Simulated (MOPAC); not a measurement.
MOPAC input (PM3):

```
PM3 1SCF GEO-OK AUX(PRECISION=9) THREADS=1
AlF3

Al   -0.00000000 1    0.00000000 1    0.00000000 1
F    -0.00033900 1    1.63398200 1    0.02535100 1
F     1.41503800 1   -0.81619400 1   -0.04509100 1
F    -1.41469900 1   -0.81778800 1    0.01974000 1
```

From the output:

```
                                                       MOPAC v23.2.5 Linux

          FINAL HEAT OF FORMATION =       -291.33946 KCAL/MOL =   -1218.96429 KJ/MOL

          COSMO AREA              =         92.41 SQUARE ANGSTROMS
          COSMO VOLUME            =         77.59 CUBIC ANGSTROMS

          IONIZATION POTENTIAL    =         15.218475 EV
          HOMO LUMO ENERGIES (EV) =        -15.218 -2.150
          NO. OF FILLED LEVELS    =         12
          MOLECULAR WEIGHT        =         83.9767         POINT GROUP:  D3h

          MOLECULAR DIMENSIONS (Angstroms)

            Atom       Atom       Distance
            F     4    F     2     2.83048
            F     3    F     4     2.45127
           Al     1    F     2     0.00000

          SCF CALCULATIONS        =          1

   ATOM   CHEMICAL          X               Y               Z
  NUMBER   SYMBOL      (ANGSTROMS)     (ANGSTROMS)     (ANGSTROMS)

     1      Al         -0.00000000  *   0.00000000  *   0.00000000  *
     2       F         -0.00033900  *   1.63398200  *   0.02535100  *
     3       F          1.41503800  *  -0.81619400  *  -0.04509100  *
     4       F         -1.41469900  *  -0.81778800  *   0.01974000  *

                             CARTESIAN COORDINATES

   1   Al       -0.000000000     0.000000000     0.000000000
   2    F       -0.000339000     1.633982000     0.025351000
   3    F        1.415038000    -0.816194000    -0.045091000
   4    F       -1.414699000    -0.817788000     0.019740000

           Empirical Formula: Al F3  =     4 atoms

      MOLECULAR POINT GROUP   :   D3h

                  EIGENVALUES
 -21.34102 -21.34102 -20.35840 -16.87926 -16.60686 -16.01029 -16.01029 -15.49580
 -15.24495 -15.24495 -15.21848 -15.21848  -2.15034   1.23467   1.23467   1.90900

              NET ATOMIC CHARGES AND DIPOLE CONTRIBUTIONS

  ATOM NO.   TYPE          CHARGE      No. of ELECS.   s-Pop       p-Pop
    1         Al           0.901290        2.0987     0.58279     1.51592
    2          F          -0.300430        7.3004     1.62544     5.67499
    3          F          -0.300430        7.3004     1.62544     5.67499
    4          F          -0.300430        7.3004     1.62544     5.67499
 DIPOLE           X         Y         Z       TOTAL
 POINT-CHG.     0.000    -0.000    -0.000     0.000
 HYBRID        -0.000     0.000     0.000     0.000
 SUM            0.000    -0.000    -0.000     0.000

          ATOMIC ORBITAL ELECTRON POPULATIONS

     Atom    s        px        py        pz
    1 Al   0.58279   0.60102   0.60110   0.31380
    2  F   1.62544   1.95995   1.81954   1.89549
    3  F   1.62544   1.85464   1.92493   1.89541
    4  F   1.62544   1.85469   1.92480   1.89550

 **********************
 *                    *
 * JOB ENDED NORMALLY *
 *                    *
 **********************

 == MOPAC DONE ==
```

The geometry given is a B3LYP-D3(BJ)/def2-TZVP minimum.
